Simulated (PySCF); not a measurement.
**Nuclear quadrupole coupling in `Fc1ccsc1`**

Species: C₄H₃FS.
Z-matrix (Å and degrees, PBE0-D3(BJ)/def2-TZVP geometry), rows numbered from 1:
```
F 
C   1  1.3324
C   2  1.4128  1  121.99
C   3  1.3624  2  110.85  1  -179.96
S   4  1.7051  3  111.97  2    -0.02
C   2  1.3600  1  123.29  3  -179.95
H   3  1.0807  2  123.96  1     0.01
H   4  1.0788  3  127.94  2   179.97
H   6  1.0777  2  128.03  1     0.04
```

Field gradients from the PBE0/pcSseg-2 density (PySCF, non-relativistic), principal values in atomic units, ordered |Vxx| ≤ |Vyy| ≤ |Vzz|:

```
atom      Vxx      Vyy     Vzz
  S5  -0.4235  -1.3880  1.8115
```

Task: Find the asymmetry η = (Vxx − Vyy)/Vzz and the couplings χ = eQV/h (234.96 MHz × Q in barn × V in au), with Q(33S) = −0.0678 b.

Result: 
```
atom            environment  nucleus     η  χzz (MHz)  χxx (MHz)  χyy (MHz)
  S5  thiophene-type sulfur      33S  0.53     -28.86       6.75      22.11
```

The tensor is traceless: Vxx + Vyy + Vzz = 0.

Task: What is Vzz at S5 in SI units (1 au = 9.71736 × 10²¹ V/m²)?

Result: 1.8115 au = 17.603 × 10²¹ V/m².

Task: And the gradient at the other heavy atoms, for which no coupling is worked out here?

Result: 
```json
{"atom": "F1", "environment": "aryl fluorine", "Vzz (au)": "2.926", "η": "0.11"}
{"atom": "C2", "environment": "aromatic C–F carbon", "Vzz (au)": "-0.397", "η": "0.91"}
{"atom": "C3", "environment": "aromatic CH carbon", "Vzz (au)": "0.207", "η": "0.30"}
{"atom": "C4", "environment": "aromatic CH next to a ring sulfur", "Vzz (au)": "-0.250", "η": "0.04"}
{"atom": "C6", "environment": "aromatic CH next to a ring sulfur", "Vzz (au)": "-0.178", "η": "0.71"}
```

Task: What couplings would deuterons (Q(2H) = 0.00286 b) have in place of the hydrogens, at this geometry?

Result: 
| atom | bonded to | bond length (Å) | Vzz (au) | η | χzz (kHz) |
| --- | --- | --- | --- | --- | --- |
| H7 | C3 | 1.081 | 0.3014 | 0.07 | 203 |
| H8 | C4 | 1.079 | 0.3047 | 0.09 | 205 |
| H9 | C6 | 1.078 | 0.3074 | 0.09 | 207 |

Isolated species at its PBE0-D3(BJ)/def2-TZVP geometry, gas phase.

The run behind these numbers computed NMR shieldings as well. The run took 51 s of wall time on an Arm Neoverse N1 with one thread, shared host with 64 logical CPUs at a one-minute load of 57, and the process peaked at 0.96 GiB of memory.
